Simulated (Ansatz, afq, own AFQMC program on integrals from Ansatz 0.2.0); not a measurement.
Two steps: Ansatz 0.2.0 writes the Fock matrix and Cholesky factors of the valence space, and afq projects on them the lowest state that overlaps trial and start.

```yaml
crystal:
  periodic: [false, false, false]
  atoms:
    - {symbol: Ti, position_ang: [0.110109, -0.481012, 0.304331]}
    - {symbol: O, position_ang: [-1.044279, -0.450658, -0.759631]}
basis:
  gaussian: {orbitals: def2-TZVP}
magnetization: {spin_polarized: false}
correlation: {method: ccsd_t, electrons: outside_noble_gas, hamiltonian_folder: ham}
```

```sh
$ ansatz run in.yaml --threads 1 --pin off --events-out ev --progress --plain --max-ram 16896MiB --backend cuda --devices 0, --max-vram 18GiB
```

afq runs on the folder ham with

```
--method phaseless --trial cisd --walkers 4000 --populations 20 --least-time 60 --time-step 0.005 --steps-per-block 50 --equilibration-blocks 40 --max-blocks 4000 --target-error 0.00019 --factor-cut 1e-05 --seed 5364 --release-times 0.24,0.6,1.2,2,3,4.2 --release-step 0.04 --release-every 3 --taylor-order 6
```

Times are imaginary, in 1/Eh. The walk had a cap of 232 s. With eight or more populations the least sampling time is a fifth of least-time, and the error comes from their spread.

afq prints:

```
orbitals 66  electrons 5 5  factors 512 of 608
reference energy -923.21942222 Eh
CCSD correlation -0.37061258 Eh in 17 cycles, weight of the determinant in the CISD state 0.8110
energy of the start -923.590016 Eh
 block  time / (1/Eh)  mean weight  energy / Eh
     1     0.250  1.0001  -923.590711
     2     0.500  0.9996  -923.599072
     3     0.750  1.0002  -923.605566
     4     1.000  0.9998  -923.608568
     5     1.250  1.0003  -923.612095
    10     2.500  0.9999  -923.620343
    31     7.750  0.9997  -923.625167
    56    14.000  0.9998  -923.622984
    76    19.000  0.9994  -923.615822
    81    20.250  0.9996  -923.618914
   106    26.500  1.0000  -923.622968
   131    32.750  0.9995  -923.620551
   156    39.000  1.0003  -923.629718
   181    45.250  0.9999  -923.621017
   206    51.500  0.9999  -923.620985
   221    55.250  1.0003  -923.625808
error from the spread of 20 populations
released: time / (1/Eh)  energy / Eh  error  mean overlap
  0.24  -923.624129  0.000437  0.9945
  0.60  -923.624869  0.000354  0.9868
  1.20  -923.625922  0.000591  0.9811
  2.00  -923.627789  0.001149  0.9711
  3.00  -923.624668  0.002043  0.9645
  4.20  -923.628310  0.006270  0.9322
energy -923.622951 +/- 0.000460 Eh
(rows thinned)
```

The run passed its tests (sampling time, drift between the halves within three errors, error under three times the target), which doesn't prove that it has relaxed, ending at its cap on processor time.

Against this walk (error 12.5 meV) on the same determinant: CCSD(T) 48.4 meV lower, CCSDT(Q) 86.7 meV lower. The error is statistical and leaves out the bias of the constraint. None of these is a sure reference here. The released energies are still falling (meV from the phaseless value at times in 1/Eh: -52 ± 10 at 0.60, -81 ± 16 at 1.20, -132 ± 31 at 2.00, -47 ± 56 at 3.00, -146 ± 171 at 4.20), so they give no level; they do show a bias of the constraint, and the last of them that isn't too noisy lies 6 meV above CCSDT(Q).

Cautions: constraint bias not in the error; error above the target (12.5 against 5.2 meV); no relativity below Rb; outer-core shells of the metal frozen; higher spins were not checked; restricted determinant unstable towards unrestricted (UHF 1.91 eV lower, ⟨S²⟩ 1.01); strong correlation (T1 0.044, weight of the determinant 0.81, largest double 0.14); (T) is large, 9 % of the CCSD correlation; CCSDT(Q) on the UHF determinant differs (649 meV lower), perhaps since the unrestricted series falls towards higher spin.

The walk took 3.9 min on 1 × NVIDIA H100 80GB HBM3 with 2 threads of AMD EPYC 7R13 Processor (Zen 3) (shared host) (the card was shared). The log's last line is the phaseless energy.

CCSDT and higher add their correlation energy to the determinant of the CCSD(T) run, since their own runs factorise the integrals more tightly (a shift of under 2 meV). A walk keeps the symmetry of its determinant, which the program's search chose and which needn't be the lowest solution, so a lower state of the same spin and another symmetry isn't excluded.
